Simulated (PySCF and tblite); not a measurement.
Values are calculated unless marked as measured or tabulated.
C3H8O, numbered as in [CH3:1][CH2:2][O:3][CH3:4]. The same 2 conformers on PBE0-D3(BJ)/def2-SVP geometries, with only the functional of the single-point energies changed (basis set def2-TZVP, solvent none (gas phase), D3(BJ) where defined; PySCF).

Torsions listed: C1–C2–O3–C4. Of a mirror pair one member is shown.

```tsv
conformer	shape	symmetry	dipole D
1	180°	Cs	1.07
2	73°	C1 (pair)	1.20
```

Energies (kcal/mol) above conformer 1 and its weight at 298.15 K (thermal terms from GFN2-xTB):

```csv
functional,E(2) − E(1),weight of 1 (%)
PBE0,1.29,86
PBE,1.24,85
BHandHLYP,?,?
B3LYP,1.22,84
TPSS,1.16,83
BLYP,1.17,83
HSE06,1.34,87
```

Task: What does BHandHLYP give?

Result: E(2) − E(1) = 1.32 kcal/mol, weight of conformer 1 86 %.

Task: How much does the choice of functional matter?

Result: The widest range is that of E(2) − E(1), which runs from 1.16 (TPSS) to 1.34 kcal/mol (HSE06), a spread of 0.18, against RT = 0.59.
